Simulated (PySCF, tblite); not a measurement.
**C3H5FO: dynamics, then NMR shifts on frames**

Aim: move C3H5FO (`O[C@@H]1C[C@@H]1F`) away from its starting geometry and see how NMR shifts follow the geometry.

Programs: tblite 0.8.0 and PySCF 2.14.0, with density-fitted response routines of our own. Each step states its level of theory. These are calculated values for one molecule in the gas phase, unless marked as measured. Atoms count from 0, in the outputs and in this text.

### 1 The molecule as given

10 atoms, charge 0, multiplicity 1; geometry from: GFN2-xTB.

Bonds of the start (Å): O0–C1 1.38, C1–C2 1.51, C2–C3 1.50, C3–F4 1.37, C3–C1 1.50, O0–H5 0.97, C1–H6 1.08, C2–H7 1.08, C2–H8 1.08, C3–H9 1.08.

### 2 Dynamics with GFN2-xTB

The job: settings as JSON, then the geometry in Å.

```
{"job": {"kind": "md", "xc": "GFN2-xTB", "basis": "xTB", "temperature": 300, "steps": 2000, "every": 50, "frames": 5}, "charge": 0, "multiplicity": 1}
O      1.558896    -0.621722    -0.623461
C      0.499282    -0.539350     0.259319
C     -0.917824    -0.356232    -0.225810
C     -0.214606     0.758439     0.492791
F      0.187082     1.821325    -0.270845
H      1.520672     0.128913    -1.230311
H      0.675511    -1.186047     1.108975
H     -1.721695    -0.867484     0.277200
H     -1.066025    -0.226292    -1.287216
H     -0.512410     1.093105     1.476831
```

Level: GFN2-xTB Langevin dynamics, gas phase.

Started as:

```sh
OMP_NUM_THREADS=1 python probes_run.py task.json out
```

One launch serves the whole session: the jobs run in the order shown.

What it wrote:

```text
t/fs     T/K      E/eV
    0.0   254.2   -482.52890
   25.0   126.4   -482.30368
   50.0   243.8   -482.39460
   75.0   212.9   -482.30456
  100.0   223.2   -482.20661
  125.0   256.4   -482.29018
  150.0   238.8   -482.26573
  175.0   274.7   -482.29731
  200.0   296.0   -482.29344
  225.0   197.0   -482.14980
  250.0   273.8   -482.21666
  275.0   315.1   -482.17768
  300.0   354.0   -482.24349
  325.0   245.7   -482.25520
  350.0   148.2   -482.30056
  375.0   185.0   -482.35019
  400.0   200.0   -482.30781
  425.0   203.8   -482.31891
  450.0   240.1   -482.16505
  475.0   314.3   -482.25919
  500.0   196.6   -482.19709
  525.0   141.3   -482.20264
  550.0   175.5   -482.28606
  575.0   182.8   -482.25025
  600.0   285.8   -482.20934
  625.0   318.5   -482.13851
  650.0   308.8   -482.19710
  675.0   275.0   -482.04946
  700.0   358.1   -482.19959
  725.0   302.6   -482.19199
  750.0   350.6   -482.27655
  775.0   284.8   -482.20829
  800.0   210.0   -482.20197
  825.0   301.1   -482.25877
  850.0   240.3   -482.22508
  875.0   322.8   -482.27138
  900.0   345.1   -482.31052
  925.0   404.3   -482.34197
  950.0   377.3   -482.30769
  975.0   420.5   -482.27730
 1000.0   368.6   -482.12279
```

Wall time 6.8 s (1 thread of Intel Xeon Platinum 8375C at 2.90GHz, shared host).

Distance from the start (root mean square after alignment): 0 fs 0.00 Å, 200 fs 0.07 Å, 400 fs 0.08 Å, 600 fs 0.15 Å, 800 fs 0.12 Å, 1000 fs 0.14 Å.

Positions (Å) and forces (eV/Å) at 1000 fs:

```xyz
10

O     0.513    0.170   -0.963   -0.881   -0.702    0.826
C    -0.501   -0.255   -0.020    1.580    1.809   -2.154
C    -1.863    0.356    0.006    0.166    1.202   -0.167
C    -0.931    0.580    1.145    0.394   -1.340    0.851
F    -0.426    1.787    1.425    0.431    0.600   -0.197
H     0.556    1.122   -1.127   -0.396   -0.150    0.438
H    -0.496   -1.314   -0.006    0.447   -0.674    0.378
H    -2.568   -0.351    0.324   -1.472   -0.414   -0.408
H    -2.114    1.226   -0.620   -0.013   -0.774    0.398
H    -1.041   -0.012    2.058   -0.255    0.443    0.033
```

### 3 NMR shieldings: 250 fs, PBE0/pcSseg-1

The job: settings as JSON, then the geometry in Å.

```
{"job": {"kind": "nmr", "xc": "PBE0", "basis": "pcSseg-1", "pop": false}, "charge": 0, "multiplicity": 1}
O      1.365700    -0.671400    -0.849700
C      0.423900    -0.548400     0.217200
C     -0.991500    -0.195900    -0.208400
C     -0.219300     0.748300     0.554800
F      0.294800     1.782200    -0.178400
H      1.461200     0.200800    -1.267600
H      0.532400    -1.250900     0.997900
H     -1.840700    -0.719500     0.315500
H     -1.181800    -0.091900    -1.293700
H     -0.613700     1.100200     1.525500
```

With the program's defaults for keys left out, this is: GIAO PBE0/pcSseg-1 NMR shielding, non-relativistic, gas phase.

What it wrote:

```text
coarse grid: 8536 points
cycle   1  E = -291.8568865242  dE =  7.706e-01  |g| = 6.920e-01  |ddm| = 2.694e+00
cycle   2  E = -291.7799883444  dE =  7.690e-02  |g| = 9.785e-01  |ddm| = 1.078e+00
cycle   3  E = -291.9395522745  dE = -1.596e-01  |g| = 8.342e-02  |ddm| = 6.967e-01
cycle   4  E = -291.9408400283  dE = -1.288e-03  |g| = 3.280e-02  |ddm| = 7.851e-02
cycle   5  E = -291.9410856816  dE = -2.457e-04  |g| = 5.416e-03  |ddm| = 2.843e-02
cycle   6  E = -291.9410913853  dE = -5.704e-06  |g| = 1.641e-03  |ddm| = 5.693e-03
final grid: 83296 points
cycle   7  E = -291.9875518030  dE = -2.467e-05  |g| = 9.136e-03  |ddm| = 2.219e-02
cycle   8  E = -291.9875322765  dE =  1.953e-05  |g| = 1.386e-02  |ddm| = 1.484e-02
cycle   9  E = -291.9875678880  dE = -3.561e-05  |g| = 6.415e-04  |ddm| = 8.742e-03
cycle  10  E = -291.9875679649  dE = -7.689e-08  |g| = 2.036e-04  |ddm| = 6.278e-04
cycle  11  E = -291.9875679734  dE = -8.558e-09  |g| = 2.575e-05  |ddm| = 1.691e-04
cycle  12  E = -291.9875679735  dE = -1.139e-10  |g| = 1.124e-05  |ddm| = 2.515e-05
converged SCF energy = -291.9875679735

GIAO shielding tensors (ppm)
atom      isotropic    diamagn.    paramagn.     s11        s22        s33       span
  0 O      309.625     387.273     -77.649    267.880    303.911    357.083     89.203
  1 C      139.639     245.516    -105.877     94.698    113.832    210.388    115.690
  2 C      166.945     253.039     -86.094    137.714    155.436    207.686     69.972
  3 C      110.324     244.987    -134.663     61.662     87.943    181.368    119.706
  4 F      422.887     472.598     -49.711    379.992    429.913    458.758     78.766
  5 H       30.268      31.560      -1.292     20.038     29.543     41.224     21.186
  6 H       29.208      30.078      -0.871     23.424     27.218     36.981     13.558
  7 H       29.919      29.102       0.817     24.719     25.967     39.070     14.351
  8 H       30.127      29.574       0.553     25.137     28.713     36.531     11.394
  9 H       26.359      28.836      -2.477     21.318     25.653     32.106     10.788
```

Run time: 7.1 s. Hardware: 1 thread of Intel Xeon Platinum 8375C at 2.90GHz, shared host; peak memory 0.51 GiB.

Shifts follow as δ = σ(reference) − σ, with reference shieldings (ppm) from runs at the same level and on the same kind of geometry: 1H TMS 31.72, 13C TMS 186.9, 19F CFCl3 170.9, 17O H2O 336.1. The references are single molecules in the gas phase, so shifts against H2O, NH3, PH3, H3PO4 or CFCl3 are not on the usual liquid scales and can be off by tens of ppm. Each atom is listed at this fixed geometry, with no averaging over motion; a spectrum would average atoms that exchange fast.

```csv
atoms,environment,σ (ppm),δ (ppm)
C3,three-membered-ring carbon bearing a halogen,110.3,76.6
C1,three-membered-ring carbon,139.6,47.3
C2,three-membered-ring carbon,166.9,20.0
H9,hydrogen on a three-membered-ring carbon bearing a halogen,26.36,5.36
H6,hydrogen on a three-membered-ring carbon,29.21,2.51
H7,hydrogen on a three-membered-ring carbon,29.92,1.80
H8,hydrogen on a three-membered-ring carbon,30.13,1.59
H5,hydrogen on an alcohol oxygen,30.27,1.45
O0,alcohol oxygen,309.6,26.5
F4,fluorine on an sp3 carbon,422.9,-251.9
```

Ring of atoms C1, C2, C3: NICS(0) -34.6, NICS(1) -8.0, NICS(1)zz -17.5 ppm (means of both faces; NICS(1) differs between them: -10.3 and -5.7).

The two faces differ (NICS(1)zz -24.8 and -10.2 ppm).

In rings of three or four atoms NICS is ruled by the nearby σ bonds, so it says little on aromaticity.

### 4 NMR shieldings: 425 fs, PBE0/pcSseg-1

The job: settings as JSON, then the geometry in Å.

```
{"job": {"kind": "nmr", "xc": "PBE0", "basis": "pcSseg-1", "pop": false}, "charge": 0, "multiplicity": 1}
O      1.367800    -0.717700    -0.840400
C      0.403300    -0.795600     0.123100
C     -1.001000    -0.334400    -0.194300
C     -0.131800     0.470100     0.756900
F      0.372300     1.619000     0.217400
H      1.523900     0.250200    -1.109500
H      0.649900    -1.593800     0.818900
H     -1.932500    -0.705500     0.186300
H     -1.111100     0.153400    -1.188200
H     -0.235600     0.520600     1.811000
```

Level: GIAO PBE0/pcSseg-1 NMR shielding, non-relativistic, gas phase.

What it wrote:

```text
coarse grid: 8536 points
cycle   1  E = -291.8632265824  dE =  7.500e-01  |g| = 6.832e-01  |ddm| = 2.702e+00
cycle   2  E = -291.7919976997  dE =  7.123e-02  |g| = 9.560e-01  |ddm| = 1.052e+00
cycle   3  E = -291.9433761790  dE = -1.514e-01  |g| = 7.609e-02  |ddm| = 6.792e-01
cycle   4  E = -291.9444369661  dE = -1.061e-03  |g| = 3.028e-02  |ddm| = 7.495e-02
cycle   5  E = -291.9446471154  dE = -2.101e-04  |g| = 5.647e-03  |ddm| = 2.705e-02
cycle   6  E = -291.9446534434  dE = -6.328e-06  |g| = 1.849e-03  |ddm| = 5.852e-03
final grid: 83296 points
cycle   7  E = -291.9901345831  dE = -3.061e-05  |g| = 8.664e-03  |ddm| = 2.307e-02
cycle   8  E = -291.9901193267  dE =  1.526e-05  |g| = 1.262e-02  |ddm| = 1.393e-02
cycle   9  E = -291.9901489860  dE = -2.966e-05  |g| = 6.888e-04  |ddm| = 8.243e-03
cycle  10  E = -291.9901490700  dE = -8.398e-08  |g| = 2.137e-04  |ddm| = 6.593e-04
cycle  11  E = -291.9901490792  dE = -9.229e-09  |g| = 4.027e-05  |ddm| = 1.862e-04
cycle  12  E = -291.9901490795  dE = -3.097e-10  |g| = 1.664e-05  |ddm| = 4.333e-05
converged SCF energy = -291.9901490795

GIAO shielding tensors (ppm)
atom      isotropic    diamagn.    paramagn.     s11        s22        s33       span
  0 O      308.225     387.879     -79.655    255.867    296.878    371.930    116.063
  1 C      135.666     246.330    -110.665     92.914    119.188    194.894    101.980
  2 C      167.026     252.075     -85.049    140.309    153.638    207.130     66.821
  3 C      116.977     245.898    -128.921     58.339     88.786    203.806    145.468
  4 F      435.195     472.991     -37.795    366.327    454.799    484.461    118.134
  5 H       28.782      29.673      -0.891     18.985     28.565     38.795     19.811
  6 H       28.006      29.534      -1.529     22.236     26.454     35.327     13.092
  7 H       30.418      29.913       0.505     25.292     26.475     39.486     14.193
  8 H       30.474      29.354       1.119     25.397     29.023     37.001     11.604
  9 H       27.772      30.709      -2.937     22.994     26.612     33.710     10.716
```

Run time: 6.5 s. Hardware: 1 thread of Intel Xeon Platinum 8375C at 2.90GHz, shared host; peak memory 0.53 GiB.

In short: δ C3 69.9, C1 51.3, C2 19.9, O0 27.9, H9 3.94, H6 3.71 ppm.

### 5 NMR shieldings: 625 fs, PBE0/pcSseg-1

The job: settings as JSON, then the geometry in Å.

```
{"job": {"kind": "nmr", "xc": "PBE0", "basis": "pcSseg-1", "pop": false}, "charge": 0, "multiplicity": 1}
O      1.574800    -1.158200    -0.502100
C      0.424000    -1.016400     0.303500
C     -0.903600    -0.466100    -0.163500
C     -0.120300     0.315800     0.843600
F      0.434800     1.424800     0.416700
H      2.029800    -0.267200    -0.475300
H      0.320000    -1.845500     0.955800
H     -1.822400    -0.967000     0.203400
H     -0.938000    -0.178600    -1.223800
H     -0.374800     0.183500     1.896200
```

With the program's defaults for keys left out, this is: GIAO PBE0/pcSseg-1 NMR shielding, non-relativistic, gas phase.

What it wrote:

```text
coarse grid: 8536 points
cycle   1  E = -291.8576224852  dE =  7.629e-01  |g| = 6.759e-01  |ddm| = 2.708e+00
cycle   2  E = -291.7852431683  dE =  7.238e-02  |g| = 9.475e-01  |ddm| = 1.110e+00
cycle   3  E = -291.9370269509  dE = -1.518e-01  |g| = 8.334e-02  |ddm| = 7.208e-01
cycle   4  E = -291.9382677224  dE = -1.241e-03  |g| = 3.239e-02  |ddm| = 7.800e-02
cycle   5  E = -291.9384948704  dE = -2.271e-04  |g| = 5.735e-03  |ddm| = 2.776e-02
cycle   6  E = -291.9385010050  dE = -6.135e-06  |g| = 1.980e-03  |ddm| = 5.623e-03
final grid: 83296 points
cycle   7  E = -291.9838253315  dE = -2.355e-05  |g| = 9.388e-03  |ddm| = 2.297e-02
cycle   8  E = -291.9838055028  dE =  1.983e-05  |g| = 1.408e-02  |ddm| = 1.544e-02
cycle   9  E = -291.9838417421  dE = -3.624e-05  |g| = 7.015e-04  |ddm| = 9.394e-03
cycle  10  E = -291.9838418340  dE = -9.187e-08  |g| = 1.762e-04  |ddm| = 6.395e-04
cycle  11  E = -291.9838418400  dE = -5.956e-09  |g| = 3.594e-05  |ddm| = 1.514e-04
cycle  12  E = -291.9838418402  dE = -2.316e-10  |g| = 1.492e-05  |ddm| = 3.715e-05
converged SCF energy = -291.9838418402

GIAO shielding tensors (ppm)
atom      isotropic    diamagn.    paramagn.     s11        s22        s33       span
  0 O      320.038     387.680     -67.643    276.054    302.457    381.603    105.548
  1 C      132.118     247.886    -115.768     85.383    111.414    199.556    114.173
  2 C      167.235     252.363     -85.128    142.850    157.050    201.804     58.954
  3 C      121.523     244.198    -122.675     76.888     93.812    193.870    116.981
  4 F      448.463     471.943     -23.480    384.467    451.211    509.710    125.243
  5 H       29.387      30.176      -0.789     19.302     28.516     40.341     21.038
  6 H       29.164      31.062      -1.898     22.308     28.914     36.271     13.963
  7 H       30.299      29.349       0.950     25.004     26.180     39.714     14.710
  8 H       29.946      29.503       0.442     25.641     28.174     36.022     10.382
  9 H       27.655      29.121      -1.467     21.983     26.703     34.277     12.294
```

Run time: 6.8 s. Hardware: 1 thread of Intel Xeon Platinum 8375C at 2.90GHz, shared host; peak memory 0.52 GiB.

This run: δ C3 65.4, C1 54.8, C2 19.7, O0 16.0, H9 4.06, H6 2.55 ppm.

### 6 Shielding tensors: 800 fs, PBE0/pcSseg-1

The job: settings as JSON, then the geometry in Å.

```
{"job": {"kind": "nmr", "xc": "PBE0", "basis": "pcSseg-1", "pop": false}, "charge": 0, "multiplicity": 1}
O      1.047700    -0.846200    -0.603500
C      0.016800    -0.662500     0.275500
C     -1.171900     0.129200     0.022100
C     -0.217400     0.544800     1.177600
F      0.603300     1.657400     0.920100
H      1.582500    -0.066900    -0.626500
H     -0.173600    -1.649500     0.837300
H     -2.149600    -0.276100     0.248900
H     -1.267400     0.819900    -0.834800
H     -0.498800     0.519800     2.253200
```

Level: GIAO PBE0/pcSseg-1 NMR shielding, non-relativistic, gas phase.

What it wrote:

```text
coarse grid: 8536 points
cycle   1  E = -291.8512672057  dE =  7.007e-01  |g| = 7.115e-01  |ddm| = 2.686e+00
cycle   2  E = -291.7644580335  dE =  8.681e-02  |g| = 1.023e+00  |ddm| = 1.168e+00
cycle   3  E = -291.9381209488  dE = -1.737e-01  |g| = 7.822e-02  |ddm| = 7.617e-01
cycle   4  E = -291.9392571363  dE = -1.136e-03  |g| = 3.226e-02  |ddm| = 7.539e-02
cycle   5  E = -291.9394910472  dE = -2.339e-04  |g| = 7.111e-03  |ddm| = 2.812e-02
cycle   6  E = -291.9394992430  dE = -8.196e-06  |g| = 2.683e-03  |ddm| = 6.820e-03
final grid: 83296 points
cycle   7  E = -291.9859301006  dE = -2.252e-05  |g| = 9.240e-03  |ddm| = 1.953e-02
cycle   8  E = -291.9859109031  dE =  1.920e-05  |g| = 1.420e-02  |ddm| = 1.533e-02
cycle   9  E = -291.9859457614  dE = -3.486e-05  |g| = 5.322e-04  |ddm| = 8.916e-03
cycle  10  E = -291.9859458104  dE = -4.902e-08  |g| = 2.391e-04  |ddm| = 5.636e-04
cycle  11  E = -291.9859458220  dE = -1.166e-08  |g| = 4.035e-05  |ddm| = 1.924e-04
cycle  12  E = -291.9859458224  dE = -3.250e-10  |g| = 1.543e-05  |ddm| = 4.116e-05
converged SCF energy = -291.9859458224

GIAO shielding tensors (ppm)
atom      isotropic    diamagn.    paramagn.     s11        s22        s33       span
  0 O      331.117     387.515     -56.397    298.864    312.848    381.641     82.777
  1 C      129.241     241.439    -112.198     90.832    115.298    181.592     90.760
  2 C      167.668     252.262     -84.594    138.451    160.768    203.785     65.334
  3 C      106.675     246.915    -140.240     40.302     76.754    202.970    162.668
  4 F      426.802     472.445     -45.643    365.229    429.642    485.535    120.306
  5 H       31.127      32.802      -1.675     20.638     29.101     43.643     23.005
  6 H       26.925      27.235      -0.310     20.786     26.149     33.840     13.054
  7 H       30.603      29.718       0.886     25.417     26.766     39.627     14.210
  8 H       29.893      29.244       0.649     25.499     28.102     36.078     10.579
  9 H       26.241      28.627      -2.386     21.287     25.337     32.100     10.813
```

Run time: 7.2 s. Hardware: 1 thread of Intel Xeon Platinum 8375C at 2.90GHz, shared host; peak memory 0.52 GiB.

In short: δ C3 80.3, C1 57.7, C2 19.3, O0 5.0, H9 5.48, H6 4.79 ppm.

### 7 Shielding tensors: 1000 fs, PBE0/pcSseg-1

The job: settings as JSON, then the geometry in Å.

```
{"job": {"kind": "nmr", "xc": "PBE0", "basis": "pcSseg-1", "pop": false}, "charge": 0, "multiplicity": 1}
O      0.512700     0.169900    -0.963400
C     -0.501200    -0.255200    -0.020000
C     -1.863200     0.356300     0.006500
C     -0.930700     0.580000     1.144900
F     -0.426100     1.787200     1.425000
H      0.556300     1.122200    -1.127000
H     -0.496200    -1.313900    -0.005600
H     -2.567700    -0.350800     0.323700
H     -2.114200     1.226300    -0.620200
H     -1.041200    -0.012200     2.058500
```

Method: GIAO PBE0/pcSseg-1 NMR shielding, non-relativistic, gas phase.

What it wrote:

```text
coarse grid: 8536 points
cycle   1  E = -291.8475969418  dE =  7.906e-01  |g| = 6.980e-01  |ddm| = 2.708e+00
cycle   2  E = -291.7685950804  dE =  7.900e-02  |g| = 9.863e-01  |ddm| = 1.137e+00
cycle   3  E = -291.9315133877  dE = -1.629e-01  |g| = 8.925e-02  |ddm| = 7.339e-01
cycle   4  E = -291.9330383557  dE = -1.525e-03  |g| = 3.117e-02  |ddm| = 8.134e-02
cycle   5  E = -291.9332576664  dE = -2.193e-04  |g| = 5.757e-03  |ddm| = 2.744e-02
cycle   6  E = -291.9332641954  dE = -6.529e-06  |g| = 1.871e-03  |ddm| = 6.034e-03
final grid: 83296 points
cycle   7  E = -291.9791523898  dE = -2.602e-05  |g| = 9.643e-03  |ddm| = 2.258e-02
cycle   8  E = -291.9791309732  dE =  2.142e-05  |g| = 1.459e-02  |ddm| = 1.580e-02
cycle   9  E = -291.9791703961  dE = -3.942e-05  |g| = 7.826e-04  |ddm| = 9.429e-03
cycle  10  E = -291.9791705143  dE = -1.181e-07  |g| = 1.881e-04  |ddm| = 7.093e-04
cycle  11  E = -291.9791705214  dE = -7.177e-09  |g| = 4.209e-05  |ddm| = 1.767e-04
cycle  12  E = -291.9791705218  dE = -3.373e-10  |g| = 1.688e-05  |ddm| = 4.916e-05
converged SCF energy = -291.9791705218

GIAO shielding tensors (ppm)
atom      isotropic    diamagn.    paramagn.     s11        s22        s33       span
  0 O      310.282     388.253     -77.971    251.376    305.921    373.548    122.172
  1 C      129.172     240.374    -111.202     79.783    109.441    198.291    118.507
  2 C      176.175     257.550     -81.376    152.620    164.678    211.226     58.606
  3 C      116.067     245.152    -129.085     61.548     92.499    194.154    132.606
  4 F      438.861     470.539     -31.679    381.476    443.851    491.255    109.779
  5 H       31.195      32.308      -1.113     21.944     28.457     43.183     21.239
  6 H       28.796      30.191      -1.394     22.723     28.205     35.460     12.737
  7 H       32.231      30.911       1.321     26.158     27.858     42.678     16.520
  8 H       30.252      29.538       0.714     25.976     28.226     36.552     10.576
  9 H       27.548      29.464      -1.916     21.688     27.241     33.714     12.026
```

It took 5.3 s on 1 thread of Intel Xeon Platinum 8375C at 2.90GHz, shared host; peak memory 0.53 GiB.

This run: δ C3 70.9, C1 57.8, C2 10.8, O0 25.8, H9 4.17, H6 2.92 ppm.

### 8 Comparing the runs: NMR shifts

Shifts (ppm) of some atoms, chosen among heavy atoms and hydrogens apart, with basis size and wall time:

```csv
frame,C3,C1,C2,H7,H5,O0,F4,functions,time
250 fs,76.6,47.3,20.0,1.80,1.45,26.5,-251.9,110,7.1 s
425 fs,69.9,51.3,19.9,1.30,2.94,27.9,-264.2,110,6.5 s
625 fs,65.4,54.8,19.7,1.42,2.33,16.0,-277.5,110,6.8 s
800 fs,80.3,57.7,19.3,1.11,0.59,5.0,-255.9,110,7.2 s
1000 fs,70.9,57.8,10.8,-0.51,0.52,25.8,-267.9,110,5.3 s
```

### 9 Results

| quantity | value |
| --- | --- |
| thermostat | 300 K |
| mean temperature, second half | 294 K |
| mean potential energy above the minimum | 0.30 eV |
| 13C shifts against TMS (PBE0/pcSseg-1, 250 fs) | 76.6, 47.3, 20.0 ppm |
| 1H shifts against TMS (PBE0/pcSseg-1, 250 fs) | 5.36, 2.51, 1.80, 1.59, 1.45 ppm |
| 17O shifts against H2O (PBE0/pcSseg-1, 250 fs) | 26.5 ppm |
| 19F shifts against CFCl3 (PBE0/pcSseg-1, 250 fs) | -251.9 ppm |
| range of the shift of F4 | -277.5 to -251.9 ppm |

**Reading.** In the second half the potential energy averages 0.30 eV above the minimum; equipartition over 24 harmonic modes at 300 K would give 0.31 eV. With 10 atoms the temperature swings widely (126 to 420 K). Shifts at one fixed geometry are not the observed spectrum, which averages over the motion. Across the 5 runs the shift of F4 moves most, between -277.5 (625 fs) and -251.9 ppm (250 fs).
